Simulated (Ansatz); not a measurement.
# A small benchmark: vertical ionisation energy

6 molecules of light elements (H to F); the vertical ionisation energy in eV, computed less measured. Shapes, held fixed at every level: PBE0-D4/def2-TZVP. No vibrational averaging. Programs: Ansatz 0.2.0. Measured values: NIST CCCBDB.

Levels: A = B3LYP/6-31G* (Cartesian functions); B = B3LYP-D4/def2-TZVPP; C = B2PLYP/def2-TZVPP.

```
              molecule  measured      A      B      C
  CO (carbon monoxide)     14.01  +0.01  +0.17  -0.02
       N2 (SMILES N#N)     15.58  +0.18  +0.26  +0.04
HCN (hydrogen cyanide)     13.61  +0.02  +0.14  +0.17
  CO2 (carbon dioxide)     13.78  -0.10  +0.04  +0.11
      C2H2 (acetylene)     11.49  -0.34  -0.10  -0.10
       CH4O (methanol)     10.96  -0.31  -0.06  -0.02
```

**Question.** Which level does best on this set, which worst, and which err to one side?

**Answer.** 
| level | kind | mean error | mean absolute error | worst case |
| --- | --- | --- | --- | --- |
| B3LYP/6-31G* (Cartesian functions) | global hybrid | -0.090 | 0.160 | C2H2 |
| B3LYP-D4/def2-TZVPP | global hybrid | +0.075 | 0.128 | N2 |
| B2PLYP/def2-TZVPP | double hybrid | +0.030 | 0.077 | HCN |

On this set B2PLYP/def2-TZVPP has the smallest mean absolute error and B3LYP/6-31G* (Cartesian functions) the largest. Without C2H2 the largest would be that of B3LYP-D4/def2-TZVPP. B3LYP-D4/def2-TZVPP is too high in 4 of 6. The largest two are near a tie. The set is small.
